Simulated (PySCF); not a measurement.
## Where the electron goes

Species: 2(3H)-furanone, C4H4O2.
Atom-mapped SMILES: `[O:1]=[C:2]1[CH2:3][CH:4]=[CH:5][O:6]1` (hydrogens: H7, H8 on C3; H9 on C4; H10 on C5)

Method: TDDFT CAM-B3LYP/def2-SVPD, vertical, gas phase, core orbitals frozen in the response in PySCF 2.14.0, density-fitted response routines. Isolated species at its PBE0-D3(BJ)/def2-SVP geometry, gas phase.

Frontier orbitals with the atoms that hold most of them (Löwdin shares over 4%, at most four atoms; ? is withheld):

| orbital | ε (eV) | atoms |
| --- | --- | --- |
| LUMO+2 | 1.63 | C4 20%, C2 17%, C5 16%, O6 15% |
| LUMO+1 | 1.17 | C4 20%, C3 15%, C5 15%, C2 12% |
| LUMO | 0.45 | ? |
| HOMO | -8.71 | C4 32%, C5 24%, O6 19%, O1 8% |
| HOMO-1 | -9.83 | ? |
| HOMO-2 | -12.13 | O1 46%, C2 18%, O6 14%, C5 11% |
| HOMO-3 | -12.70 | O6 57%, C3 9%, C4 7%, C5 7% |

(1) Which atoms hold the HOMO-1, and with what shares?

(2) Which atoms hold the LUMO, and with what shares?

(3) The HOMO–LUMO gap is 9.15 eV. Where does the response calculation put the lowest singlet, and from which orbitals?

(4) One configuration dominates each of S1, S2, S3 and S8. Which, and how do the shares of the two leading atoms of either orbital change from the occupied to the empty one?

Answers

(1) O1 (bonded to C) 63%; C2 (bonded to C and 2 O) 11%; C3 (bonded to 2 C and 2 H) 10%; O6 (bonded to 2 C) 9%. By element: oxygen 72%, carbon 21% or more.

(2) C2 (bonded to C and 2 O) 20%; C5 (bonded to C, O and H) 19%; O1 (bonded to C) 16%; C4 (bonded to 2 C and H) 13%. By element: carbon 52% or more, oxygen 16% or more.

(3) S1 is at 5.65 eV (f = 0.0005), 3.50 eV below the gap, made of HOMO-1→LUMO (77%), HOMO-1→LUMO+2 (19%). Its leading pair isn't HOMO and LUMO; the energies of that pair differ by 10.27 eV. 

(4) 
- S1 (5.65 eV, f 0.0005), HOMO-1→LUMO (77%): O1 63% → 16%, C2 11% → 20%, C5 at most 8% → 19%
- S2 (5.90 eV, f 0.096), HOMO→LUMO (96%): C4 32% → 13%, C5 24% → 19%, C2 at most 9% → 20%
- S3 (6.77 eV, f 0.013), HOMO→LUMO+1 (96%): C4 32% → 20%, C5 24% → 15%, C3 at most 9% → 15%
- S8 (8.03 eV, f 0.040), HOMO-1→LUMO+1 (75%): O1 63% → at most 13%, C2 11% → 12%, C4 at most 8% → 20%, C3 10% → 15%
